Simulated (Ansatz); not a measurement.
Structure relaxation of ReRh

Method: DFT PBE, scalar-relativistic, plane waves, PAW in Ansatz. Cutoff 420 eV, Γ-centred k mesh, Gaussian smearing, no spin polarisation in the final step.

The start puts ReRh on the CoSn structure type (P6/mmm, No. 191), with Re in place of Co, Rh in place of Sn, at a guessed volume.

```yaml
crystal:
  lattice:
    - [4.81185, 0.00000, 0.00000]
    - [-2.40592, 4.16718, 0.00000]
    - [0.00000, 0.00000, 3.88229]
  atoms:
    - { symbol: Re, position: [0.50000, 0.00000, 0.00000] }
    - { symbol: Re, position: [0.50000, 0.50000, 0.00000] }
    - { symbol: Re, position: [0.00000, 0.50000, 0.00000] }
    - { symbol: Rh, position: [0.00000, 0.00000, 0.00000] }
    - { symbol: Rh, position: [0.33333, 0.66667, 0.50000] }
    - { symbol: Rh, position: [0.66667, 0.33333, 0.50000] }
```

Cell and atoms relax at zero pressure; the relaxation can't lower the symmetry of the start. After a coarse first stage the cell is made exact in the group found at 0.06 Å.

Energies over the elements count from the elements' standard structures at the same level, with no empirical corrections.

(1) Describe the relaxed structure.

(2) What are its volume, energy, density and gap?

Results:

(1) It keeps P6/mmm (No. 191). The result has the CoSn (Re on Co sites) structure. Conventional cell: a = 5.241 Å, c = 4.448 Å. Re is coordinated by 4 Re at 2.62 Å and 6 Rh at 2.62–2.69 Å; Rh on Wyckoff site a (1 atom of the primitive cell) is coordinated by 6 Re at 2.62 Å; Rh on Wyckoff site d (2 atoms of the primitive cell) is coordinated by 6 Re at 2.69 Å and 3 Rh at 3.03 Å.

Space group P6/mmm (No. 191). a = 5.241 Å, b = 5.241 Å, c = 4.448 Å, α = 90.00°, β = 90.00°, γ = 120.00°
```tsv
atom	site	symmetry	x	y	z
Re	3f	mmm	0.5000	0.0000	0.0000
Rh	1a	6/mmm	0.0000	0.0000	0.0000
Rh	2d	-6m2	0.3333	0.6667	0.5000
```

(2) The volume per atom is 17.64 Å³ and the density is 13.61 g/cm³. The energy over the elements is 0.72 eV/atom and the gap on the 12×12×8 mesh is 0 eV (a metal).

The final run used a 12×12×8 mesh on its 6-atom cell and 0.10 eV smearing. For metals, differences of a few meV/atom aren't resolved. Spin–orbit coupling is left out. Symmetry constrained the relaxation, so the result can be a saddle point. The steps took about 3 core-minutes in all.